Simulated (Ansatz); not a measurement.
Consider the hydrogenolysis of a C–C bond: `C#CCCCO` + H₂ → `C#CCC` + CH₃OH.

Isolated molecules relaxed with PBE0-D4/def2-TZVP in Ansatz; ΔE leaves out vibrations. CBS: MP2 limit from def2 TZ/QZ plus the TZ coupled-cluster correction, frozen cores. This one scheme is used for every species. DFT in def2-TZVPP. B3LYP here is the variant with VWN-RPA as its local correlation; programs differ in this. One conformer a species, not always the lowest.

```csv
level,ΔE (kJ/mol)
r2SCAN-D4,-48.4
BHLYP-D4,-56.6
B3LYP,-63.7
LC-ωPBE,-56.1
```

**Question.** What does CCSD(T)/CBS give? (Estimate.)

**Answer.** The calculation gave: -48.0 kJ/mol. The listed levels differ from it by -0.4, -8.6, -15.7, -8.1 kJ/mol.

Largest T1 diagnostic among the species: 0.011.

Leaving LDA and LC-ωPBE aside and taking each functional with its dispersion term where it has one, the values, not all of them listed here, spread over 14.0 kJ/mol, from B2PLYP to revPBE-D4. LDA lies +15.1 kJ/mol from PBE without D4. In def2-TZVPP, CCSD(T) changes the Hartree–Fock value by +24.7 kJ/mol (the triples alone add +4.9 kJ/mol) and MP2 by +28.7 kJ/mol.

CCSD(T)/CBS has its own doubt, a few kJ/mol and more with outer-core shells, so smaller differences from it don't rank the levels.
